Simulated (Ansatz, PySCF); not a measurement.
Potential energy curve for SMILES CCl. The C1–H5 bond (C1 also carries Cl, H, H; H5 carries nothing else) is stretched with both fragments frozen at the PBE0/def2-TZVP optimised geometry.

- UKS-PBE0 = unrestricted PBE0/cc-pVTZ in Ansatz (an electronic-structure program)
- RHF/LANL2DZ = restricted Hartree-Fock/LANL2DZ, with its core potentials past Ne in PySCF
- RKS-BP86/6-31G* = restricted BP86/6-31G*, spherical d (PySCF)

Energies are in kJ/mol, each relative to the lowest point of its own curve near equilibrium.

| R / Å | UKS-PBE0 | RHF/LANL2DZ | RKS-BP86/6-31G* |
|---|---|---|---|
| 0.89 | 95.3 | 93.7 | 107.2 |
| 0.91 | 73.6 | 71.3 | ___ |
| 0.99 | 18.6 | 15.8 | 23.5 |
| 1.01 | 11.2 | 8.7 | 15.1 |
| 1.05 | 2.4 | 0.9 | ___ |
| 1.09 | 0.0 | 0.0 | 0.0 |
| 1.12 | 1.7 | ___ | 0.4 |
| 1.15 | 5.8 | 8.6 | 3.3 |
| 1.20 | 17.1 | 22.6 | ___ |
| 1.24 | 29.3 | ___ | 23.3 |
| 1.35 | 71.9 | 86.3 | 61.7 |
| 1.48 | 130.9 | 153.7 | 115.7 |
| 1.61 | 191.8 | 223.5 | 171.3 |
| 1.78 | 267.6 | 312.0 | 240.4 |
| 1.99 | 350.1 | 412.2 | 315.5 |
| 2.21 | 404.0 | 504.5 | 380.9 |
| 2.40 | 428.4 | 573.8 | 427.1 |
| 2.67 | 445.5 | 657.5 | 478.6 |
| 2.95 | 453.0 | 728.3 | 518.0 |
| 3.24 | ___ | 788.0 | 547.7 |
| 3.88 | 458.4 | 883.0 | 586.3 |

### Question
What belongs in the gaps?

### Answer

- 0.91, RKS-BP86/6-31G*: 83.9
- 1.05, RKS-BP86/6-31G*: 4.2
- 1.12, RHF/LANL2DZ: 3.0
- 1.20, RKS-BP86/6-31G*: 12.7
- 1.24, RHF/LANL2DZ: 37.0
- 3.24, UKS-PBE0: 456.2

The unrestricted determinant behind UKS-PBE0 is spin-contaminated at 1.99 to 3.88 Å (<S²> up to 1.0, against 0.00 for a pure singlet). The restricted form behind RHF/LANL2DZ, RKS-BP86/6-31G* keeps the bonding electrons paired and can't separate into open-shell fragments.
